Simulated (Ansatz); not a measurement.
# PHO (triplet): wave-function methods side by side, def2-TZVPP

The task here is to estimate one member of a computed series from the others.

Computed with Ansatz 0.2.0, Gaussian basis. Level: def2-TZVPP, core rule «outside noble gas», up to 6 orbitals frozen.

To be run: UHF; ROHF; CCSD(T) on UHF.

2 further runs of the same task are left out: 2 set aside as unsound or not needed.

### The system

The geometry is a PBE0/def2-TZVP stationary point (not a proven minimum).

3 atoms, charge 0, spin multiplicity 3.

Atoms are counted from 1 here; the program's logs count them from 0.

Bond lengths: O1–P2 1.634 Å, O1–H3 0.963 Å. Angles: P2–O1–H3 114.8°.

The first run:

Contents of in.yaml:

```yaml
crystal:
  periodic: [false, false, false]
  atoms:
    - {symbol: O, position_ang: [0.000000, -0.101812, 1.041721]}
    - {symbol: P, position_ang: [0.000000, 0.028618, -0.587387]}
    - {symbol: H, position_ang: [0.000000, 0.736686, 1.514642]}
basis:
  gaussian: {orbitals: def2-TZVPP}
magnetization: {spin_polarized: true, initial_magnetization: 2}
hamiltonian: {xc: hf}
output: {orbitals: {seedname: orbitals}}
```

The run is started by

```
> ansatz run in.yaml --threads 1 --pin off --events-out ev --progress --plain --max-ram 2816MiB --backend cpu
```

Steps of the session up to this table: UHF; ROHF; CCSD(T) on UHF.

One table of the session follows, with a row left open; its other results are not shown here.

```
  method  from UCCSD(T) (kcal/mol)
    ROHF                   +239.84
     UHF                   +235.34
    UMP2                    +20.82
   UCCSD                         ?
UCCSD(T)                         0
```

Estimate the missing values for UCCSD.

**Answer.** from UCCSD(T) (kcal/mol): +8.78. In the column «from UCCSD(T) (kcal/mol)» it lies between UCCSD(T) (0) and UMP2 (+20.82).

With the free atoms at the same levels and basis (separate runs), the atomisation energy is 8.060 eV at UCCSD(T), 5.078 eV at ROHF.
